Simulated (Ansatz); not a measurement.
Solid iodine was calculated with PBEsol (Ansatz, a quantum-chemistry and plane-wave program, plane waves, PAW).

Numerical settings: plane-wave cutoff 520 eV, 8×8×4 k mesh (along the axes of the cell as run), Fermi–Dirac smearing 0.01 eV, scalar-relativistic PAW data made under PBE.

Energies at three volumes about the minimum:

```json
[
 {"V (Å³/atom)": "38.875", "E − E_lowest (meV/atom)": "0.47"},
 {"V (Å³/atom)": "39.668", "E − E_lowest (meV/atom)": "0.00"},
 {"V (Å³/atom)": "40.462", "E − E_lowest (meV/atom)": "0.39"}
]
```

Fit a parabola by hand: where is the minimum, and what is the bulk modulus?

Slopes: (0.00 − 0.47)/(39.668 − 38.875) = -0.593 and (0.39 − 0.00)/(40.462 − 39.668) = 0.491 meV/Å³. Curvature E″ = 2 × (0.491 − (-0.593))/(40.462 − 38.875) = 1.366 meV/Å⁶. From the middle of the first interval, the slope vanishes at V0 = 39.2715 − (-0.593)/1.366 = 39.706 Å³/atom. B = V0 E″ = 39.706 × 1.366 meV/Å³ × 0.1602 GPa per meV/Å³ = 8.69 GPa. The full Birch–Murnaghan fit to all volumes gives V0 = 39.674 Å³/atom and B0 = 8.5 GPa.

Shape and atoms are relaxed at each volume.

Note: the cell comes from a level without a dispersion term, which matters for the spacing of layers, chains or molecules.
